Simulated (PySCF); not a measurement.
Compound: C5H7S (doublet state).
Atom-mapped SMILES: `[CH2:1]=[C:2]([CH3:3])[CH2:4][C:5]=[S:6]` (hydrogens: H7, H8 on C1; H9, H10, H11 on C3; H12, H13 on C4)

Cartesian coordinates in Å at the GFN2-xTB level; atoms count from 1:
```xyz
13
C5H7S angstrom
C     -0.7280    1.4182   -0.4719
C     -0.3497    0.2319   -0.0228
C     -0.7764   -1.0604   -0.6421
C      0.6073    0.1063    1.1400
C      1.9854   -0.1593    0.7356
S      2.7653   -0.5088   -0.5857
H     -0.3980    2.3347   -0.0125
H     -1.3856    1.5195   -1.3182
H     -1.3340   -1.6609    0.0770
H      0.0961   -1.6361   -0.9497
H     -1.4028   -0.8857   -1.5122
H      0.6066    1.0184    1.7459
H      0.3094   -0.7174    1.7991
```

Method used: UKS B3LYP, pcH-1 on C H S, non-relativistic, mean-field spin-orbit, GIAO (PySCF 2.14.0). Geometry: GFN2-xTB, one conformer, isolated molecule. The geometry wasn't refined by DFT: couplings that depend on bond lengths, twists or pyramidal angles can differ widely from those at the functional's own minimum.

Output of the driver script. The program numbers atoms from 0.

```
UKS, coarse grid
  cycle   1  E = -592.81794547  |g| = 3.06e-01
  cycle   2  E = -592.80168067  |g| = 3.47e-01
  cycle   3  E = -592.85960026  |g| = 1.05e-01
  cycle   4  E = -592.86346603  |g| = 6.16e-02
  cycle   5  E = -592.86563663  |g| = 9.66e-03
  cycle   6  E = -592.86569186  |g| = 4.77e-03
  cycle   7  E = -592.86570496  |g| = 2.43e-03
  cycle   8  E = -592.86571132  |g| = 8.79e-04
UKS, final grid
  cycle   1  E = -592.86568795  |g| = 1.03e-03
  cycle   2  E = -592.86568747  |g| = 1.76e-03
  cycle   3  E = -592.86568904  |g| = 2.60e-04
  cycle   4  E = -592.86568917  |g| = 2.35e-04
  cycle   5  E = -592.86568929  |g| = 2.04e-04
  cycle   6  E = -592.86568932  |g| = 2.47e-05
  cycle   7  E = -592.86568932  |g| = 1.19e-05
E = -592.86568932 Eh   <S^2> = 0.7548 (exact 0.7500)
g shifts (ppm)      1          2          3
  rmc          -191       -191       -191
  gc             43          4        -60
  oz_so      -33112       -638       6497
  total      -33260       -825       6246
hyperfine (MHz)  atom isotope    a_iso     a_fc   dipolar eigenvalues
    0   13C       3.45       3.45     -2.17     -1.18      3.35
    1   13C      33.22      33.22     -5.23     -4.22      9.44
    2   13C       3.53       3.53     -0.52     -0.44      0.96
    3   13C      46.60      46.60     -6.14     -5.67     11.81
    4   13C     279.55     279.55    -58.19    -50.82    109.01
    5   33S      12.82      12.82    -39.03    -32.53     71.57
    6    1H       0.05       0.05     -1.49     -0.42      1.91
    7    1H       2.92       2.92     -1.53     -0.78      2.32
    8    1H      -1.03      -1.03     -1.26     -1.11      2.37
    9    1H      -0.88      -0.88     -2.64     -0.96      3.60
   10    1H       2.48       2.48     -1.07     -0.75      1.82
   11    1H      18.34      18.34     -6.47     -4.67     11.14
   12    1H       2.62       2.62     -6.29     -4.37     10.65
```

Task: The SCF converged. Which of these numbers needs a check, and why?

Result: The largest g shift is -0.033, past the limit of 0.03 at which the run flags a species of elements up to argon. The orbital-Zeeman/spin–orbit term is second order, a sum of spin–orbit matrix elements over excitation energies, so it grows and becomes less reliable as an excited state comes close; a shift of this size calls for a check with another method. The contact and dipolar couplings don't rest on that expansion, but they belong to the state that the SCF found, and a close-lying state with the spin in another orbital would have other couplings; no stability test was run. The run left out the spin–orbit part of the hyperfine coupling.

Task: Where is the spin in this solution (atoms counted from 1)?

Result: The largest Mulliken spin populations are on C5 (+0.64) and S6 (+0.31). The unrestricted determinant has ⟨S²⟩ = 0.7548 (exact 0.7500), so spin contamination is small. 

Task: Average a_iso over equivalent nuclei, turn it into first-order splittings with g = 2.0023, and give the multiplets for abundant isotopes (0.05 mT or more).

Result: 
```tsv
nuclei (from 1)	isotope	I	position	a_iso (MHz)	|a| (mT)	splits into
H12/H13	1H	1/2	2 bonds from C5	10.5	0.37	1:2:1 triplet
H8	1H	1/2	4 bonds from C5	2.9	0.10	1:1 doublet
```

Class means assume fast exchange of nuclei equivalent by connectivity; if that motion is slow, each nucleus keeps its own coupling. The 1H value of +10.5 MHz is a mean of couplings from 2.6 to 18.3 MHz in this one geometry, not an average over conformers.
